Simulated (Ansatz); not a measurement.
Z-matrix (Å, degrees):
```
C
N 1 1.443
H 1 1.092 2 108.4
H 1 1.092 2 108.4 3 -115.8
H 1 1.093 2 114.4 3 122.1
C 2 1.234 1 121.1 3 -122.1
Cl 6 1.711 2 123.8 1 180.0
F 6 1.335 2 126.1 1 -0.0
```

Charge 0, multiplicity 1.

List the ωB97M-V/def2-TZVPP orbital energies in eV (the Gaussian-basis code of Ansatz). (Estimate.)

The calculation gave: Occupied: -2772.81, -678.86, -395.13, -286.33, -282.48, -263.18, -200.72, -200.50, -200.48, -38.16, -29.70, -27.17, -22.98, -20.14, -17.68, -17.19, -17.18, -14.95, -14.64, -14.20, -12.99, -12.10, -10.75, -10.68. Lowest empty: 2.18, 2.83, 3.10, 4.37, 4.79, 4.93, 5.59, 6.37.
